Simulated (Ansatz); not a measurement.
Input file:

```yaml
crystal:
  periodic: [false, false, false]
  atoms:
    - {symbol: Ge, position_ang: [0.000000, 0.000000, 0.000000]}
    - {symbol: Al, position_ang: [0.000000, 0.000000, 2.169000]}
basis:
  gaussian: {orbitals: cc-pVDZ}
magnetization: {spin_polarized: true, initial_magnetization: 3}
hamiltonian: {xc: hf}
scf: {lower_state_search: off}
output: {forces: true, orbitals: {seedname: orbitals}}
```

```sh
$ ansatz run in.yaml --threads 1 --pin off --events-out ev --progress --plain --max-ram 2393MiB
```

The program prints:

```
these checks for a lower state are left out or cut short: stability, starts, cluster_reference, orbital_swaps, neighbouring_geometries, increment
511 factors; integrals over basis functions are off by at most 9.3e-4 eV
mean field evaluation 1: about -63053.7845 eV, gradient 4.6e0 eV
mean field evaluation 2: about -63053.8282 eV, gradient 4.7e0 eV
mean field evaluation 4: about -63054.1503 eV, gradient 7.5e-1 eV
mean field evaluation 8: about -63054.1642 eV, gradient 4.8e-3 eV
mean field -63054.16423866 eV, -2317.1977961231 hartree, gradient 2.3e-6 eV, S^2 3.765132; 0 other end points of the search recorded, 0 dependent functions left out
the calculation of the forces begins
reference -63054.16423866 eV, -2317.1977961231 hartree; 24, 21 occupied and 21, 24 virtual orbitals, 511 factors
Total energy: -63054.16423866 eV, -2317.1977961231 hartree
Atom 0 at     0.000000     0.000000     0.000000 Å, force     0.000000    -0.000000    -4.403017 eV/Å
Atom 1 at     0.000000     0.000000     2.169000 Å, force    -0.000000     0.000000     4.403017 eV/Å
Dipole moment:    -0.000000     0.000000     0.234330 e Å
Checks for a lower state left out: stability, starts, cluster_reference, orbital_swaps, neighbouring_geometries, increment
```

Forces (eV/Å):
```
Ge   0.000  0.000 -4.403
Al   0.000  0.000  4.403
```

Ran on 1 thread of Arm Neoverse V1, shared host: 0.81 s wall, 0.09 GiB peak host memory.
